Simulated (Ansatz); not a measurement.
in.yaml

```yaml
crystal:
  periodic: [false, false, false]
  atoms:
    - {symbol: N, position_ang: [0.000459, -0.000094, -0.088416]}
    - {symbol: H, position_ang: [1.244495, 0.017176, 0.416010]}
    - {symbol: H, position_ang: [-0.639928, 1.071687, 0.405100]}
    - {symbol: H, position_ang: [-0.610947, -1.087553, 0.407552]}
basis:
  gaussian: {orbitals: 6-31G}
magnetization: {spin_polarized: false}
correlation: {method: bccd_t, electrons: outside_noble_gas}
accuracy: high
```

```sh
$ ansatz run in.yaml --threads 1 --pin off --events-out ev --progress --plain --max-ram 2393MiB
```

The program prints:

```
351 factors; integrals over basis functions are off by at most 1.2e-8 eV
mean field evaluation 1: about -1522.9013 eV, gradient 1.9e1 eV
mean field evaluation 2: about -1522.9007 eV, gradient 1.9e1 eV
mean field evaluation 4: about -1523.8826 eV, gradient 1.1e0 eV
mean field evaluation 8: about -1523.8934 eV, gradient 5.1e-4 eV
mean field evaluation 16: about -1523.8819 eV, gradient 1.1e0 eV
mean field -1523.89340727 eV, -56.0020497851 hartree, gradient 3.7e-8 eV, S^2 0.000000; 0 other end points of the search recorded, 0 dependent functions left out
1 core orbitals not correlated: weight in the atoms' cores, before any rotation towards them, 1.000 or more for the frozen orbitals, at most 0.000 for the correlated occupied ones
reference -1523.89340727 eV, -56.0020497851 hartree; 4, 4 occupied and 10, 10 virtual orbitals, 351 factors
second order -4.05757237 eV of doubles, -0.00000000 eV of singles
cycle   1  -4.23377835 eV  change   -1.8e-1 eV  update   7.1e-2
cycle   2  -4.49811391 eV  change   -2.6e-1 eV  update   3.3e-2
cycle   3  -4.58459980 eV  change   -8.6e-2 eV  update   1.6e-2
cycle   4  -4.59762482 eV  change   -1.3e-2 eV  update   6.7e-3
cycle   5  -4.60345804 eV  change   -5.8e-3 eV  update   3.6e-3
cycle   6  -4.60118636 eV  change    2.3e-3 eV  update   1.0e-3
cycle   7  -4.60040940 eV  change    7.8e-4 eV  update   3.0e-4
cycle   8  -4.60031919 eV  change    9.0e-5 eV  update   1.2e-4
cycle   9  -4.60019191 eV  change    1.3e-4 eV  update   3.0e-5
cycle  10  -4.60020231 eV  change   -1.0e-5 eV  update   5.6e-6
cycle  11  -4.60019943 eV  change    2.9e-6 eV  update   1.7e-6
cycle  12  -4.60020143 eV  change   -2.0e-6 eV  update   4.6e-7
cycle  13  -4.60020086 eV  change    5.7e-7 eV  update   1.3e-7
cycle  14  -4.60020073 eV  change    1.3e-7 eV  update   4.7e-8
cycle  15  -4.60020082 eV  change   -9.2e-8 eV  update   3.2e-8
cycle  16  -4.60020084 eV  change   -2.3e-8 eV  update   2.5e-8
cycle  17  -4.60019992 eV  change    9.2e-7 eV  update   1.7e-7
cycle  18  -4.60019976 eV  change    1.6e-7 eV  update   7.8e-8
cycle  19  -4.60019961 eV  change    1.5e-7 eV  update   3.5e-8
cycle  20  -4.60019955 eV  change    6.1e-8 eV  update   1.6e-8
cycle  21  -4.60019955 eV  change    1.3e-9 eV  update   4.3e-9
cycle  22  -4.60019955 eV  change   -4.2e-9 eV  update   1.4e-9
cycle  23  -4.60019956 eV  change   -1.9e-9 eV  update  5.0e-10
cycle  24  -4.60019956 eV  change   1.7e-10 eV  update  1.6e-10
perturbative correction -0.12556220 eV, -0.0046143258 hartree
Total energy: -1528.61916903 eV, -56.1757183264 hartree
```

Ran on 1 thread of Arm Neoverse V1, shared host: 0.24 s wall, 0.14 GiB peak host memory.
